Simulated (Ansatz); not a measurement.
Gas-phase electronic energies from Ansatz, PBE0-D4/def2-TZVP geometries. CBS: MP2 limit from def2 TZ/QZ plus the TZ coupled-cluster correction, frozen cores. This one scheme is used for every species, atoms too. DFT in def2-TZVPP. HSE06 is defined as in plane-wave codes. Open shells (•) are unrestricted, without spin–orbit coupling. Spin–orbit coupling would lower the free atoms: a little for C.

Consider the atomization: `C=C1CCC1=C` → 6 C• + 8 H•.

```tsv
level	ΔE (kJ/mol)
LDA (SPW92)	6967.5
PBE-D4	6262.3
r2SCAN-D4	6102.4
r2SCANh-D4	6071.0
HSE06-D4	6163.3
B2PLYP	6024.0
BHLYP	5880.4
MP2/CBS(def2)	6165.9
```

Question: What does CCSD(T)/CBS give? (Estimate.)

Answer: The calculation gave: +6058.6 kJ/mol. The listed levels differ from it by 908.9, 203.7, 43.8, 12.4, 104.7, -34.6, -178.2, 107.3 kJ/mol.

Largest T1 diagnostic among the species: 0.011.

From r2SCAN to r2SCAN0 (25 % exact exchange), in def2-TZVPP and without D4, ΔE moves by −77.3 kJ/mol: exact exchange takes away binding that semilocal exchange gives to molecules. Leaving LDA and LC-ωPBE aside and taking each functional with its dispersion term where it has one, the values, not all of them listed here, spread over 349.2 kJ/mol, from BHLYP-D4 to PBE-D4. LDA lies +734.6 kJ/mol from PBE without D4, its usual overbinding.

For atomizations the MP2-based limit and the directly extrapolated one differ by several kJ/mol either way, and by 10 to 25 for some Ge, Se and Sn compounds, so smaller differences from it don't rank the levels.
